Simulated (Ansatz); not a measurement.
Input for Ansatz (development build ahead of 0.2.0):

```yaml
crystal:
  periodic: [false, false, false]
  atoms:
    - { symbol: C, position_ang: [0.0, 0.0, 0.0] }
    - { symbol: C, position_ang: [0.0, 0.0, 2.5] }
basis:
  gaussian: { orbitals: pcseg-2 }
magnetization:
  initial_magnetization: 2
hamiltonian:
  xc: pbe0
```

The input is written out in the form of the current development build from the run's settings.

Results

```
Converged                       : yes
Total energy                    : -75.60899 hartree
Spin squared of the determinant : 2.000
Stability test                  : minimum among restricted orbitals
```

Caution: stretched shape with no unrestricted run beside it, a lower state can exist.
